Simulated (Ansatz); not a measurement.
in.yaml

```yaml
crystal:
  periodic: [false, false, false]
  atoms:
    - {symbol: P, position_ang: [0.000000, 0.029816, 0.496020]}
    - {symbol: Li, position_ang: [0.000000, 0.001387, -2.570384]}
    - {symbol: H, position_ang: [0.000000, 0.407776, 1.564118]}
    - {symbol: H, position_ang: [0.000000, -1.333550, 0.893815]}
basis:
  gaussian: {orbitals: def2-mTZVP}
magnetization: {spin_polarized: false, initial_magnetization: 2}
correlation: {method: mp2, electrons: outside_noble_gas}
```

```sh
$ ansatz run in.yaml --threads 1 --pin off --events-out ev --progress --plain --max-ram 2393MiB
```

Problem. Roughly how long does this take on 1 thread of Arm Neoverse V1, shared host, and how much host memory?

Solution. 0.24 s wall and 0.07 GiB.

```
348 factors; integrals over basis functions are off by at most 8.5e-4 eV
mean field evaluation 1: about -9502.7544 eV, gradient 8.8e0 eV
mean field evaluation 2: about -9502.8133 eV, gradient 8.9e0 eV
mean field evaluation 4: about -9503.3743 eV, gradient 5.3e-1 eV
mean field evaluation 8: about -9503.3807 eV, gradient 1.2e-1 eV
mean field -9503.38094298 eV, -349.2428080316 hartree, gradient 2.9e-6 eV, S^2 2.000000; 0 other end points of the search recorded, 0 dependent functions left out
mean field evaluation 16: about -9502.7332 eV, gradient 7.2e0 eV
6 core orbitals not correlated: weight in the atoms' cores, before any rotation towards them, 1.000 or more for the frozen orbitals, at most 0.000 for the correlated occupied ones
reference -9503.38094298 eV, -349.2428080316 hartree; 5, 3 occupied and 25, 27 virtual orbitals, 348 factors
second order -2.49644182 eV of doubles, -0.06696824 eV of singles
Total energy: -9505.94435304 eV, -349.3370116138 hartree
```
